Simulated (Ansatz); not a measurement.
## SiH4, singlet in 6-31G*: errors against full CI

Geometry: MP2(full)/6-31G*, from the G2/97 set.

```xyz
5

Si    0.0000    0.0000    0.0000
H     0.8561    0.8561    0.8561
H    -0.8561   -0.8561    0.8561
H    -0.8561    0.8561   -0.8561
H     0.8561   -0.8561   -0.8561
```

Basis 6-31G* (Cartesian d functions); Ansatz 0.2.0. Only valence electrons are correlated (noble-gas cores frozen), which leaves 8 electrons in 22 orbitals. Prefix R: restricted or restricted open-shell reference. Active spaces: valence = (8e, 8o) chosen from the atoms' valence shells.

Full CI is exact within this basis and frozen core; it isn't the basis-set limit.

* UHF ⟨S²⟩: 0.000
* T1 diagnostic (RCCSD): 0.0132
* largest doubles amplitude (RCCSD): 0.033

```tsv
level	E − E(full CI) (mEh)	share of correlation (%)	wall time
RHF	109.75	0.00	–
RMP2	27.67	74.79	–
CISD	6.77	93.83	0.82 s
RCCSD	2.56	97.67	–
RCCSD(T)	0.62	99.44	0.37 s
BCCD(T)	0.61	99.45	0.33 s
RCCSDT	0.05	99.96	–
CISDTQ	0.18	99.84	2.8 s
RCCSDT(Q)	0.01	99.99	0.94 s
RCCSDTQ	0.00	100.00	7 s
CASSCF (valence space)	52.87	51.83	–
NEVPT2 (valence space)	18.07	83.53	3.8 s
MRCISD (valence space)	2.85	97.41	–
MRCISD+Q (valence space)	1.42	98.71	3.2 s
```

The correlation energy at full CI, counted from RHF, is -2.986 eV. That run took 7 s on 2 threads of AMD EPYC 7R13 with a shared H100 80 GB, shared host over 13,378,625 determinants.

Times hold each run's SCF and search for its determinant on a shared host, so for small cases they say little of a method's own cost; they ran on 1 thread of AMD EPYC 7R13.

The full-CI state has the irrep A1 of C2v, in the program's axes (one component, if the state is degenerate).

Natural occupations of full CI about the gap: 1.973 1.962 1.962 1.962 0.028 0.022 0.022 0.022 0.008 0.008; effectively unpaired electrons, Σ n²(2−n)², 0.03.

Atomization energy (electronic, same basis, no zero-point term; atoms at the same level, unrestricted beside the R rows where the molecule is a closed shell, with restricted open-shell steps beyond CCSDT(Q)) at full CI: 1187.8 kJ/mol. Errors of other levels:

```json
{"level": "RHF", "error (kJ/mol)": "-136.7"}
{"level": "RMP2", "error (kJ/mol)": "-26.9"}
{"level": "CISD", "error (kJ/mol)": "-14.0"}
{"level": "RCCSD", "error (kJ/mol)": "-3.7"}
{"level": "RCCSD(T)", "error (kJ/mol)": "-0.8"}
{"level": "BCCD(T)", "error (kJ/mol)": "-0.7"}
{"level": "RCCSDT", "error (kJ/mol)": "-0.1"}
{"level": "CISDTQ", "error (kJ/mol)": "-0.5"}
{"level": "RCCSDT(Q)", "error (kJ/mol)": "0.0"}
{"level": "RCCSDTQ", "error (kJ/mol)": "0.0"}
{"level": "CASSCF (valence space)", "error (kJ/mol)": "-15.5"}
{"level": "NEVPT2 (valence space)", "error (kJ/mol)": "-15.7"}
{"level": "MRCISD (valence space)", "error (kJ/mol)": "-5.2"}
{"level": "MRCISD+Q (valence space)", "error (kJ/mol)": "-5.9"}
```

This basis is far from its limit, so the value isn't to be set against a measured one. Truncated CI isn't size-consistent, which counts against it in atomization.
